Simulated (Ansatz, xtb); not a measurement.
Relative energy of two isomers of AlClH3Si

Structure I is `[SiH2][AlH][Cl]`, a doublet and structure II is `[SiH3][Al][Cl]`, a doublet. Both are isolated molecules in the gas phase, relaxed with PBE0-D3(BJ)/pcseg-1; each stands in its lowest conformer found.

Estimate E(II) − E(I) at the level CCSD(T)/def2-SVP + ΔMP2/def2-TZVPP.

Calculated at CCSD(T)/def2-SVP + ΔMP2/def2-TZVPP: E(II) − E(I) = −10.4 kJ/mol, so structure II lies lower.

The same difference at several levels:

```json
{"level": "GFN2-xTB", "geometry": "GFN2-xTB", "E(II) − E(I) (kJ/mol)": "+51.9", "departure from the last row (kJ/mol)": "+62.3", "job, with rough time for the two": "optimisation, 0.51 s"}
{"level": "HF/STO-3G", "geometry": "GFN2-xTB", "E(II) − E(I) (kJ/mol)": "−13.2", "departure from the last row (kJ/mol)": "−2.7", "job, with rough time for the two": "single point, 0.58 s"}
{"level": "r2SCAN-D4/def2-SVP", "geometry": "GFN2-xTB", "E(II) − E(I) (kJ/mol)": "−19.7", "departure from the last row (kJ/mol)": "−9.2", "job, with rough time for the two": "single point, 7.5 s"}
{"level": "PBE0-D3(BJ)/pcseg-1", "geometry": "PBE0-D3(BJ)/pcseg-1", "E(II) − E(I) (kJ/mol)": "−17.5", "departure from the last row (kJ/mol)": "−7.1", "job, with rough time for the two": "optimisation, 4.6 min"}
{"level": "HF/def2-SVP", "geometry": "PBE0-D3(BJ)/pcseg-1", "E(II) − E(I) (kJ/mol)": "−5.8", "departure from the last row (kJ/mol)": "+4.7", "job, with rough time for the two": "part of the CCSD(T) run"}
{"level": "MP2/def2-SVP", "geometry": "PBE0-D3(BJ)/pcseg-1", "E(II) − E(I) (kJ/mol)": "−6.1", "departure from the last row (kJ/mol)": "+4.4", "job, with rough time for the two": "part of the CCSD(T) run"}
{"level": "CCSD(T)/def2-SVP", "geometry": "PBE0-D3(BJ)/pcseg-1", "E(II) − E(I) (kJ/mol)": "−6.3", "departure from the last row (kJ/mol)": "+4.1", "job, with rough time for the two": "single point"}
{"level": "CCSD(T)/def2-SVP + ΔMP2/def2-TZVPP", "geometry": "PBE0-D3(BJ)/pcseg-1", "E(II) − E(I) (kJ/mol)": "−10.4", "departure from the last row (kJ/mol)": "", "job, with rough time for the two": "single point, 31 s"}
```

As drawn, II has 1 Si–H in place of 1 Al–H.

GFN2-xTB puts the two in the other order. The largest departure from CCSD(T)/def2-SVP + ΔMP2/def2-TZVPP is that of GFN2-xTB, 62.3 kJ/mol. The last row adds to CCSD(T) the change of the MP2 difference between the two basis sets, here −4.1 kJ/mol.

With harmonic frequencies from PBE0-D3(BJ)/pcseg-1 (ideal gas, rigid rotor, one conformer each, 298.15 K, 1 atm): on the last row, ΔE + ΔZPE = −4.6 kJ/mol. A mode under 50 cm⁻¹ makes harmonic enthalpies and free energies unreliable, so none is given.

Open shells are spin-unrestricted. The correlated steps freeze 15 core orbitals. Run with Ansatz 0.2.0, xtb 6.7.1; the last row on 1 thread of AMD EPYC 7R43 64-Core Processor (Zen 3) on a shared host.
